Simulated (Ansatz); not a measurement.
Mulliken charges of C$_{4}$H$_{5}$N (`CC1=CC=N1`) from PBE/def2-TZVPP in Ansatz (PBE0-D4/def2-TZVP geometry).

| atom | x (Å) | y (Å) | z (Å) | charge (e) |
| --- | --- | --- | --- | --- |
| C1 | -1.428 | -0.599 | 0.005 | -0.225 |
| C2 | -0.082 | -0.034 | -0.021 | 0.038 |
| C3 | 1.007 | 0.095 | 0.734 | -0.123 |
| C4 | 1.570 | 0.840 | -0.475 | -0.046 |
| N5 | 0.539 | 0.731 | -1.221 | -0.186 |
| H6 | -2.167 | 0.192 | -0.164 | 0.103 |
| H7 | -1.636 | -1.093 | 0.955 | 0.093 |
| H8 | -1.548 | -1.316 | -0.814 | 0.103 |
| H9 | 1.316 | -0.200 | 1.726 | 0.124 |
| H10 | 2.511 | 1.332 | -0.722 | 0.118 |

Problem. By hand: the dipole of these point charges (1 e Å = 4.8032 D).

Solution. Σ q r = (-0.053, -0.138, 0.274) e Å, of length 0.311 e Å = 1.49 D.

Problem. How does the dipole of the full density compare? (Estimate.)

Solution. Ansatz gave: (-0.015, -0.164, 0.373) e Å, 1.96 D; the point charges give 0.76 times that, at 8° from its direction.

Point charges leave out the atoms' own dipoles, such as those of lone pairs, and Mulliken's split depends on the basis, so the two needn't agree.
